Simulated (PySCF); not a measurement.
Process, species as SMILES: CCCl → C[CH-]Cl + H+
B3LYP-D3(BJ)/def2-TZVP geometries, fixed; electronic energies without zero-point terms.
Largest species:
```xyz
8

C      0.0132     0.8176    -0.0128
C      1.5157     0.6457    -0.0186
Cl    -0.8344    -0.7820     0.0168
H     -0.3333     1.3555     0.8664
H     -0.3433     1.3280    -0.9043
H      1.9943     1.6284    -0.0365
H      1.8521     0.1152     0.8721
H      1.8422     0.0878    -0.8961
```

Effect of the auxiliary basis of density fitting at r2SCAN/def2-SVP with PySCF, against the last row, where the deprotonation energy is 417.11 kcal/mol. The proton leaves the site shown, which need not be the most acidic.

```csv
setting,"fitting functions, largest species",largest shift of a total energy (mEh),shift of the deprotonation energy (kcal/mol)
density fitting: autoaux,474,-0.067,0.008
density fitting: def2-universal-jkfit,368,-0.076,0.006
density fitting: cc-pvtz-jkfit,429,-0.145,-0.013
density fitting: cc-pvqz-jkfit,615,-0.096,-0.014
density fitting: weigend,204,-0.246,0.005
density fitting: none,-,0.000,0.000
```

Within 0.02 kcal/mol in the deprotonation energy: density fitting: autoaux; density fitting: def2-universal-jkfit; density fitting: cc-pvtz-jkfit; density fitting: cc-pvqz-jkfit; density fitting: weigend. The largest shift is 0.246 mEh in a total energy and 0.014 kcal/mol in the difference.
